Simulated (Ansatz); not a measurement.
**C2H2F2 (vinylidene fluoride) at 6 levels**

Aim: a comparison of 6 runs (HF/aug-cc-pVDZ, B3LYP/6-31G*, BLYP/aug-cc-pVDZ, HSE06/aug-cc-pVDZ, RPA@PBE/aug-cc-pVDZ, CCSD/aug-cc-pVDZ) of C2H2F2 (vinylidene fluoride). 

Program for the calculation: Ansatz 0.2.0.

47 further runs of the same task are left out: 47 set aside as unsound or not needed.

## (1) The system as given

The species is C2H2F2 (6 atoms), meant as a singlet with charge 0. As SMILES, `C=C(F)F`. The C2–F3 distance was set to 1.707 Å, away from the relaxed value.

Bond lengths: C1–C2 1.315 Å, C2–F4 1.313 Å, C1–H5 1.079 Å, C1–H6 1.079 Å. Angles: C1–C2–F4 125.2°, C2–C1–H5 119.7°, C2–C1–H6 119.7°, H5–C1–H6 120.6°. A long bond or contact: C2–F3 1.707 Å.

## (2) The energy at HF/aug-cc-pVDZ (run 1)

Input file run.yaml:

```yaml
crystal:
  periodic: [false, false, false]
  atoms:
    - {symbol: C, position_ang: [0.052064, 0.461700, -0.900636]}
    - {symbol: C, position_ang: [0.272964, -0.403900, 0.063864]}
    - {symbol: F, position_ang: [-0.454900, -0.363600, 1.607600]}
    - {symbol: F, position_ang: [1.087164, -1.431400, -0.013236]}
    - {symbol: H, position_ang: [0.562164, 0.351300, -1.844636]}
    - {symbol: H, position_ang: [-0.637636, 1.275500, -0.740436]}
basis:
  gaussian:
    orbitals: aug-cc-pVDZ
hamiltonian:
  xc: hf
accuracy: high
output:
  orbitals: {seedname: orbitals}
```

Run with:

```
ansatz run run.yaml --threads 1 --pin off --max-ram 3480MiB --events-out events.jsonl --progress --plain --runs-dir runs
```

Output:

```text
Warning: RAYON_NUM_THREADS=1 ignored (pool sized by the plan → 1); use --threads N
Functional definition: HF
  name "HF"
  exchange = exact_x
  correlation = 0
2195 factors; integrals over basis functions are off by at most 2.7e-9 eV
mean field evaluation 1: about -7498.6919 eV, gradient 3.9e1 eV
mean field evaluation 2: about -7498.6920 eV, gradient 3.9e1 eV
mean field evaluation 4: about -7502.1596 eV, gradient 4.1e0 eV
mean field evaluation 8: about -7502.2555 eV, gradient 2.1e-1 eV
mean field -7502.25574979 eV, -275.7028135933 hartree, gradient 1.7e-8 eV, S^2 0.000000; 0 other end points of the search recorded, 0 dependent functions left out
reference -7502.25574979 eV, -275.7028135933 hartree; 16, 16 occupied and 94, 94 virtual orbitals, 2195 factors
Total energy: -7502.25574979 eV, -275.7028135933 hartree
```

Run time: 3.9 s. Hardware: 1 thread of Arm Neoverse V1, shared host; peak memory 0.31 GiB.

## (3) A single-point energy at B3LYP/6-31G(d) (Cartesian functions) (run 2)

Changes to run.yaml since step 2:

```diff
@@ -11,7 +11,6 @@
   gaussian:
-    orbitals: aug-cc-pVDZ
+    orbitals: "6-31G*"
 hamiltonian:
-  xc: hf
+  xc: {name: B3LYP}
 accuracy: high
-output:
-  orbitals: {seedname: orbitals}
+output: {orbitals: {seedname: orbitals}}
```

Run with:

```
ansatz run run.yaml --threads 1 --pin off --max-ram 3480MiB --events-out events.jsonl --progress --plain --runs-dir runs
```

Output:

```text
Warning: RAYON_NUM_THREADS=1 ignored (pool sized by the plan → 1); use --threads N
Functional definition: B3LYP
  name "B3LYP"
  parameter a0 = 0.2
  parameter ax = 0.72
  parameter ac = 0.81
  exchange = (1 - a0 - ax)*slater_x + ax*b88_x + a0*exact_x
  correlation = (1 - ac)*vwn_rpa_c + ac*lyp_c
1354 factors; integrals over basis functions are off by at most 2.6e-9 eV
mean field evaluation 1: about -7533.2018 eV, gradient 4.7e1 eV
mean field evaluation 2: about -7524.6019 eV, gradient 8.0e1 eV
mean field evaluation 4: about -7537.5494 eV, gradient 4.9e0 eV
mean field evaluation 8: about -7537.5901 eV, gradient 1.6e-1 eV
mean field evaluation 16: about -7537.5902 eV, gradient 1.3e-6 eV
mean field -7537.59015780 eV, -277.0013291372 hartree, gradient 3.0e-8 eV, S^2 0.000000; 0 other end points of the search recorded, 0 dependent functions left out
reference -7537.59018157 eV, -277.0013300107 hartree; 16, 16 occupied and 48, 48 virtual orbitals, 1354 factors
Total energy: -7537.59018157 eV, -277.0013300107 hartree
```

It took 3 s on 1 thread of Arm Neoverse V1, shared host; peak memory 0.16 GiB.

Runs 3 to 5 aren't shown in full; the table further down has their settings and results.

## (4) The energy at CCSD/aug-cc-pVDZ (run 6)

Input file molecule.yaml:

```yaml
crystal:
  periodic: [false, false, false]
  atoms:
    - {symbol: C, position_ang: [0.052064, 0.461700, -0.900636]}
    - {symbol: C, position_ang: [0.272964, -0.403900, 0.063864]}
    - {symbol: F, position_ang: [-0.454900, -0.363600, 1.607600]}
    - {symbol: F, position_ang: [1.087164, -1.431400, -0.013236]}
    - {symbol: H, position_ang: [0.562164, 0.351300, -1.844636]}
    - {symbol: H, position_ang: [-0.637636, 1.275500, -0.740436]}
basis:
  gaussian: {orbitals: aug-cc-pVDZ}
correlation: {method: ccsd, frozen_orbitals: {C: 1, F: 1, H: 0}}
accuracy: high
scf: {omitted_lower_state_checks: [cluster_reference, increment]}
```

Run with:

```
ansatz run molecule.yaml --threads 1 --pin off --max-ram 3480MiB --events-out events.jsonl --progress --plain --runs-dir runs
```

Output:

```text
Warning: RAYON_NUM_THREADS=1 ignored (pool sized by the plan → 1); use --threads N
Functional definition: HF
  name "HF"
  exchange = exact_x
  correlation = 0
these checks for a lower state are left out or cut short: cluster_reference, increment
2195 factors; integrals over basis functions are off by at most 2.7e-9 eV
mean field evaluation 1: about -7498.6919 eV, gradient 3.9e1 eV
mean field evaluation 2: about -7498.6920 eV, gradient 3.9e1 eV
mean field evaluation 4: about -7502.1596 eV, gradient 4.1e0 eV
mean field evaluation 8: about -7502.2555 eV, gradient 2.1e-1 eV
mean field -7502.25574979 eV, -275.7028135933 hartree, gradient 1.7e-8 eV, S^2 0.000000; 0 other end points of the search recorded, 0 dependent functions left out
4 core orbitals not correlated: weight in the atoms' cores, before any rotation towards them, 1.000 or more for the frozen orbitals, at most 0.000 for the correlated occupied ones
reference -7502.25574979 eV, -275.7028135933 hartree; 12, 12 occupied and 94, 94 virtual orbitals, 2195 factors
second order -18.93054484 eV of doubles, -0.00000000 eV of singles
cycle   1  -18.74179148 eV  change    1.9e-1 eV  update   1.2e-1
cycle   2  -19.26823953 eV  change   -5.3e-1 eV  update   4.3e-2
cycle   3  -19.43250951 eV  change   -1.6e-1 eV  update   2.1e-2
cycle   4  -19.42850869 eV  change    4.0e-3 eV  update   5.1e-3
cycle   5  -19.42455330 eV  change    4.0e-3 eV  update   2.2e-3
cycle   6  -19.42600822 eV  change   -1.5e-3 eV  update   6.5e-4
cycle   7  -19.42622576 eV  change   -2.2e-4 eV  update   2.1e-4
cycle   8  -19.42609293 eV  change    1.3e-4 eV  update   8.4e-5
cycle   9  -19.42608050 eV  change    1.2e-5 eV  update   3.1e-5
cycle  10  -19.42610981 eV  change   -2.9e-5 eV  update   1.5e-5
cycle  11  -19.42609016 eV  change    2.0e-5 eV  update   7.9e-6
cycle  12  -19.42608946 eV  change    7.0e-7 eV  update   3.9e-6
cycle  13  -19.42609200 eV  change   -2.5e-6 eV  update   1.7e-6
cycle  14  -19.42609213 eV  change   -1.3e-7 eV  update   7.4e-7
cycle  15  -19.42609296 eV  change   -8.3e-7 eV  update   3.2e-7
cycle  16  -19.42609315 eV  change   -1.9e-7 eV  update   1.1e-7
cycle  17  -19.42609316 eV  change   -7.2e-9 eV  update   5.4e-8
cycle  18  -19.42609313 eV  change    2.9e-8 eV  update   3.0e-8
cycle  19  -19.42609332 eV  change   -1.8e-7 eV  update   1.4e-7
cycle  20  -19.42609336 eV  change   -4.9e-8 eV  update   4.3e-8
cycle  21  -19.42609339 eV  change   -2.9e-8 eV  update   1.6e-8
cycle  22  -19.42609340 eV  change   -9.0e-9 eV  update   6.5e-9
cycle  23  -19.42609341 eV  change   -5.7e-9 eV  update   2.4e-9
cycle  24  -19.42609341 eV  change   -1.4e-9 eV  update  8.6e-10
Total energy: -7521.68184320 eV, -276.4167093586 hartree
Checks for a lower state left out: cluster_reference, increment
```

It took 34 s on 1 thread of Arm Neoverse V1, shared host; peak memory 0.98 GiB.

## (5) All runs side by side

| run | level | Cartesian functions | frozen core orbitals | energy (Eh) | HOMO energy (eV) | LUMO energy (eV) | HOMO–LUMO gap (eV) | wall time |
| --- | --- | --- | --- | --- | --- | --- | --- | --- |
| 1 | HF/aug-cc-pVDZ | no | – | -275.702814 | -11.75 | 0.83 | 12.59 | 3.9 s |
| 2 | B3LYP/6-31G* (Cartesian functions) | yes | – | -277.001330 | -7.92 | -1.12 | 6.80 | 3 s |
| 3 | BLYP/aug-cc-pVDZ | no | – | -277.015009 | -7.16 | -2.77 | 4.39 | 7.2 s |
| 4 | HSE06/aug-cc-pVDZ | no | – | -276.751793 | -8.25 | -1.99 | 6.26 | 8.1 s |
| 5 | RPA@PBE/aug-cc-pVDZ | no | 4 | -276.711349 | – | – | – | 12 s |
| 6 | CCSD/aug-cc-pVDZ | no | 4 | -276.416709 | – | – | – | 34 s |

## (6) Results

| quantity | value |
| --- | --- |
| run 6: total energy | -276.41671 Eh |
| run 6: correlation energy (4 core orbitals frozen) | -713.9 mEh |
| run 6: T1 diagnostic | 0.017 |

Over runs 1, 2, 3, 4 the HOMO–LUMO gap runs from 4.39 eV (BLYP/aug-cc-pVDZ) to 12.59 eV (HF/aug-cc-pVDZ). Exact exchange widens orbital gaps. Totals of different functionals can't be ranked against each other. All runs together took 68 s, the longest 34 s.
